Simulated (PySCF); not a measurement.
MgF₂: adding exact exchange

Base calculation in PySCF with density fitting and no spin–orbit coupling, PBE/def2-TZVP (no relativity): singlet, D∞h, Mg–F 1.764 Å (×2); wavenumbers 151 (×2), 541, 848 cm⁻¹; gap between the highest occupied and lowest empty levels 5.70 eV, polar-tensor charge of Mg 1.38 e, atomisation energy (no zero-point energy) 1031 kJ/mol.

What changes on going to PBE0/def2-TZVP (no relativity)?

The point group stays the same. Changes: mean bond to Mg -0.018 Å, highest wavenumber +34 cm⁻¹, lowest wavenumber +6 cm⁻¹, gap between the highest occupied and lowest empty levels +2.80 eV, polar-tensor charge of Mg +0.09 e, atomisation energy (no zero-point energy) -47 kJ/mol. The new structure has Mg–F 1.746 Å (×2), with wavenumbers 157 (×2), 564, 882 cm⁻¹. Exact exchange shortens and stiffens the bonds and opens the gap, the usual pattern.

The structures come from searches over a few start shapes, so lower isomers are not excluded.
